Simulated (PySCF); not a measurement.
**Solvent effects on NMR parameters**

Structure with atom numbers: `[CH3:1][CH2:2][S:3]([CH3:4])(=[O:5])=[O:6]`; H(Xn) means a hydrogen on atom n.

GIAO PBE0/pcSseg-1 in PySCF on one PBE0-D3(BJ)/def2-SVP conformer, non-relativistic, equivalent nuclei averaged. Solvents enter as an IEF-PCM continuum (chloroform with ε = 4.7, dichloromethane with ε = 8.9) around the gas-phase geometry. Shifts are referred to TMS, CS2 computed in the same medium.

In chloroform, δ in ppm: C2 55.6, C4 42.6, C1 10.2, S3 310.6, H(C2) 2.80, H(C4) 2.73, H(C1) 1.30. Dipole moment 5.64 D.

Problem. How does each δ change in the more polar medium?

Solution. 
```
atoms                              environment  Δδ, dichloromethane
   C2                      sp3 CH2 bonded to S                 +0.3
   C4                methyl carbon bonded to S                 +0.3
   C1                            methyl carbon                 +0.1
   S3                           sulfone sulfur                 +1.6
H(C2)       hydrogen on an sp3 CH2 bonded to S                +0.04
H(C4)  hydrogen on a methyl carbon bonded to S                +0.05
H(C1)              hydrogen on a methyl carbon                +0.01
```

Changes are relative to chloroform. The dipole moment becomes 5.83 D in dichloromethane.

Problem. Which nuclei move most (in ppm), and what does the model miss?

Solution. S3 (sulfone sulfur, +1.6 ppm) in dichloromethane. A continuum only polarises the solute; specific hydrogen bonds, the anisotropy of aromatic solvents and changes of geometry or conformer are outside it.
